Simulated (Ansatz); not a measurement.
C2H7NO2 (`NCC(O)O`). The species carries charge 0 and has multiplicity 1.

Z-matrix (Å, degrees):
```
C
C 1 1.519
N 1 1.454 2 107.7
H 1 1.092 2 108.2 3 117.4
H 1 1.097 2 109.2 3 -125.0
O 2 1.412 1 106.3 3 71.6
O 2 1.388 1 110.7 3 -49.8
H 2 1.097 1 111.2 3 -168.5
H 3 1.010 1 111.9 2 164.0
H 3 1.012 1 110.4 2 -75.1
H 6 0.962 2 106.8 1 -165.4
H 7 0.973 2 104.3 1 35.4
```

Question: What are the harmonic wavenumbers in cm⁻¹ at PBE0-D4/def2-TZVP (Ansatz, finite differences of forces, unscaled)? (Estimate.)

Answer: Ansatz gave: 141, 266, 314, 334, 410, 518, 666, 723, 855, 873, 951, 1049, 1100, 1119, 1175, 1249, 1308, 1353, 1395, 1413, 1484, 1492, 1645, 3029, 3045, 3111, 3550, 3639, 3655, 3856.

Question: Is this a minimum?

Answer: Yes, all 30 modes are real.

Question: Give the ideal-gas thermochemistry at 298.15 K and 1 bar (rigid rotor, harmonic oscillator; point group C1, symmetry number 1).

Answer: Zero-point energy 273.5 kJ/mol; H(298) − E = 291.2 kJ/mol; entropy 311.4 J/(mol·K), of which translation 163.0, rotation 106.5, vibration 41.8; G(298) − E = 198.3 kJ/mol.

Question: And at 400, 500, 600, 800 and 1000 K?

Answer: 
```
T (K)  H − E (kJ/mol)  S (J/mol/K)  G − E (kJ/mol)
  400           302.1        342.8           165.0
  500           315.2        371.9           129.3
  600           330.2        399.2            90.7
  800           364.8        448.8             5.8
 1000           403.9        492.3           -88.4
```
